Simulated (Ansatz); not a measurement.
# C2H2F2: which of these isomers lies lowest?

2 of its isomers, all singlets with charge 0: A = 1,2-difluoroethene `F/C=C/F`; B = vinylidene fluoride `C=C(F)F`.

Shapes, held fixed at every level: PBE0-D4/def2-TZVP. Programs: Ansatz 0.2.0.

Electronic energies in kJ/mol, without zero-point or thermal terms.

```json
{"level": "HF/def2-SVP", "kind": "Hartree–Fock", "B − A": "-46.3"}
{"level": "PBE-D4/def2-TZVPP", "kind": "GGA", "B − A": "-45.0"}
{"level": "r2SCAN0-D4/def2-TZVPP", "kind": "global hybrid", "B − A": "-51.0"}
{"level": "wB97M-V/def2-TZVPP", "kind": "range-separated hybrid", "B − A": "-46.4"}
{"level": "B2PLYP/def2-TZVPP", "kind": "double hybrid", "B − A": "-44.3"}
{"level": "CCSD(T)/def2-TZVPP", "kind": "coupled cluster or CI", "B − A": "-44.5"}
{"level": "CCSD(T)/CBS estimate", "kind": "coupled cluster or CI", "B − A": "-43.1"}
```

The highest level, CCSD(T)/CBS estimate, puts B lowest of these. All levels agree on that. The B − A difference spans -51.0 to -43.1 kJ/mol over the levels. The CBS estimate extrapolates MP2 from def2-TZVPP and def2-QZVPP and adds CCSD(T) − MP2 in the triple-zeta set, cores frozen.
